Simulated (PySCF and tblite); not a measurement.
The numbers below are computed, except where a source is named.
Molecule: C₄H₈N₂, numbered as in [H]/[N:1]=[C:2]1\[CH2:3][CH2:4][NH:5][CH2:6]1; H are named by their carrier, a and b as at the first point (Å):

```
N1       2.294   -0.086    0.122
C2       1.049   -0.047   -0.014
C3       0.020   -1.152    0.013
C4      -1.285   -0.370    0.132
N5      -1.043    0.830   -0.697
C6       0.294    1.237   -0.222
H1       2.685   -1.012    0.281
H3a      0.183   -1.860    0.826
H3b      0.057   -1.691   -0.936
H4a     -1.469   -0.116    1.186
H4b     -2.148   -0.915   -0.254
H5      -1.657    1.524   -0.275
H6a      0.785    1.879   -0.955
H6b      0.266    1.771    0.739
```

The mean out-of-plane torsion at N5 (0° is planar) is held and the rest relaxed at GFN2-xTB. Energies: B3LYP/pcSseg-1 + D3(BJ). Couplings: B3LYP/6-31G* with H pcJ-1 N pcJ-1, gas phase, for ¹H, ¹⁵N. Programs: tblite and PySCF.

How do the most sensitive couplings change along the out-of-plane angle?


```csv
out-of-plane angle °,"¹J(N5,H5)","³J(H5,H6b)","³J(H4a,H5)","³J(H5,H6a)","³J(H4b,H5)","²J(N5,H6a)","²J(N5,H6b)"
-44,-55.2,10.3,7.2,0.3,0.2,-7.7,-0.2
-28,-80.4,5.0,3.1,-0.5,0.2,-6.5,0.1
0,-104.5,-2.1,-1.9,1.2,3.0,-1.6,-1.9
28,-83.6,10.4,10.8,8.9,8.3,0.0,-6.1
45,-53.4,14.9,14.7,6.3,4.9,-2.3,-4.7
```
Values in Hz.

Set ³J(H5,H6b) against its H–N–C–H torsion.

27°: 10.3 Hz, 45°: 5.0 Hz, 76°: -2.1 Hz, 139°: 10.4 Hz, 172°: 14.9 Hz.
